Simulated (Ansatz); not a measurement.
Li₂O⁺. Total charge 1; doublet. Geometry r2SCAN-D4/def2-TZVP; atoms count from 1.

Cartesian coordinates in Å:
```
Li -0.6641 1.5375 -0.6085
Li 0.6644 -1.5373 0.6086
O -0.0003 -0.0002 -0.0001
```

The structure comes from a short search, and lower isomers may exist.

(1) Estimate the Mulliken populations from the PBE0/def2-TZVP orbitals of Ansatz.

(2) Where does the spin sit?

Results:

(1) 
```
atom  charge (e)  spin (α − β)
 Li1        0.89          0.00
 Li2        0.89          0.00
  O3       -0.78          1.01
```
Mulliken values depend strongly on the basis.

(2) Summed by element: Li -0.01, O 1.01, of 1 unpaired in all. Largest on single atoms: O3 1.01, Li1 0.00, Li2 0.00.
